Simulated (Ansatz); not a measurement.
**Nb: pressure series**

Start from Nb in the bcc (W type) structure (space group Im-3m, No. 229).

```cif
data_Nb
_chemical_formula_sum 'Nb1'
_space_group_name_H-M_alt 'P 1'
_space_group_IT_number 1
_cell_length_a 2.83300
_cell_length_b 2.83300
_cell_length_c 2.83300
_cell_angle_alpha 109.471
_cell_angle_beta 109.471
_cell_angle_gamma 109.471
loop_
_space_group_symop_operation_xyz
  'x, y, z'
loop_
_atom_site_label
_atom_site_type_symbol
_atom_site_fract_x
_atom_site_fract_y
_atom_site_fract_z
_atom_site_occupancy
Nb1 Nb 0.00000 0.00000 0.00000 1
```

Cell and atoms are relaxed at each pressure.

All numbers come from plane-wave PAW DFT at the PBEsol level (Ansatz, a quantum-chemistry and plane-wave program, 420 eV), no SOC.

```
pressure (GPa)  volume per atom (Å³/atom)
--------------  -------------------------
-2                                 17.702
-1                                 17.602
0                                  17.503
0.9                                17.419
2.1                                17.307
4.5                                     ?
15                                 16.295
22.5                               15.816
30                                 15.390
```

Question: Fit the third-order Birch–Murnaghan form P(V) = (3B₀/2)[(V₀/V)^(7/3) − (V₀/V)^(5/3)]·[1 + (3/4)(B₀′ − 4)((V₀/V)^(2/3) − 1)] (squares taken in P) to the rows shown and predict the withheld row.

Answer: Least squares on the printed values gives V₀ = 17.504 Å³/atom, B₀ = 183 GPa, B₀′ = 3.7; this predicts 17.098 Å³/atom, and the run gives 17.095 Å³/atom, 0.003 lower.

Measured bulk modulus of Nb: 173.2 GPa (static lattice; corrected from measurement; as listed in Daniel Mejia-Rodriguez, S. B. Trickey, Phys. Rev. B (2018)); the computed value is 6 % above it.

Load acts through the strain it causes; cell and atoms are relaxed under it. Stability against distortions was not tested. No other phases were tried under pressure. The final runs are not spin-polarised.
